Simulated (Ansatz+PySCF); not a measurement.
The numbers below are computed, except where a source is named.
## PySCF 2.14.0 run

```python
from pyscf import gto, scf

mol = gto.M(atom="""
C 0.000000 0.000000 -0.604270
C 0.000000 0.000000 0.604270
H 0.000000 0.000000 -1.679250
H 0.000000 0.000000 1.679250
""", basis='def2-svp', charge=0, spin=0)
mf = scf.RHF(mol)
mf.kernel()
print(mf.converged, mf.e_tot, mf.spin_square()[0])
```

The script is written out from the run's settings.

The run gave:

```json
{
 "Converged": "yes",
 "Total energy": "-76.76168 hartree",
 "Spin squared of the determinant": "0.000",
 "Cycles": "8"
}
```
